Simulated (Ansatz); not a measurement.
**C2H2, singlet: energies of several shapes or isomers**

Program: Ansatz, Gaussian basis, development build. Basis cc-pVTZ, nonrelativistic, 2 orbitals frozen in the corrections; active space CAS(4,4). Restricted Hartree–Fock, then the lowest state-specific CASSCF solution met for each case. On stretched bonds single-reference methods can fail or change state. Solutions in different active orbitals can move differences by tenths of an eV and at times more than 1 eV. The orbital stability of a CASSCF solution shown is undecided.

Case A:

```xyz
4

C     0.0000    0.1436   -0.5909
C     0.0000   -0.1436    0.5909
H     0.0000    0.3293    1.5461
H     0.0000   -0.3293   -1.5461
```

Case B:

| atom | x (Å) | y (Å) | z (Å) |
| --- | --- | --- | --- |
| C | 0.0000 | 0.0000 | 0.6013 |
| C | 0.0000 | 0.0000 | -0.6013 |
| H | 0.0000 | 0.0000 | 1.6644 |
| H | 0.0000 | 0.0000 | -1.6644 |

Energy less that of case A, in eV:

```csv
case,RHF/ROHF,CASSCF
B,-0.826,-0.467
```

(1) What does SC-NEVPT2 give for these differences?

Answers

(1) B: -0.525 eV (-12.1 kcal/mol).
